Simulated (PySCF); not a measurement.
This PySCF input (B3LYP/def2-TZVP) gives -959.16599 Eh with 111 basis functions.

```python
import numpy as np, basis_set_exchange as bse
from pyscf import gto, scf, dft, df

basis = {'C': gto.basis.parse(bse.get_basis('def2-TZVP', elements=['C'], fmt='nwchem')), 'Cl': gto.basis.parse(bse.get_basis('def2-TZVP', elements=['Cl'], fmt='nwchem')), 'H': gto.basis.parse(bse.get_basis('def2-TZVP', elements=['H'], fmt='nwchem'))}
mol = gto.M(
    atom='''
    C    -0.18304254    0.00476490    0.95552267
    Cl    0.02009756    1.53307264   -0.21289176
    Cl   -0.00577673   -1.53459387   -0.20255081
    H     0.85480124   -0.00272854    1.32938764
    ''',
    basis=basis,
    charge=-1,
    verbose=4,
    max_memory=8640,
)
mf = dft.RKS(mol, xc='b3lyp')
mf = mf.density_fit(auxbasis=df.autoaux(mol))
mf.conv_tol = 1e-9
mf.max_cycle = 100
mf.grids.level = 0
print('smallest overlap eigenvalue', np.linalg.eigvalsh(mol.intor('int1e_ovlp'))[0])
mf.kernel()
dip = mf.dip_moment()
```

Change:
```diff
- mf.grids.level = 0
+ mf.grids.level = 3
```

Question: What does the run give now?

Answer: -959.16107 Eh (B3LYP/def2-TZVP, 111 functions), a change of +4.92 mEh.
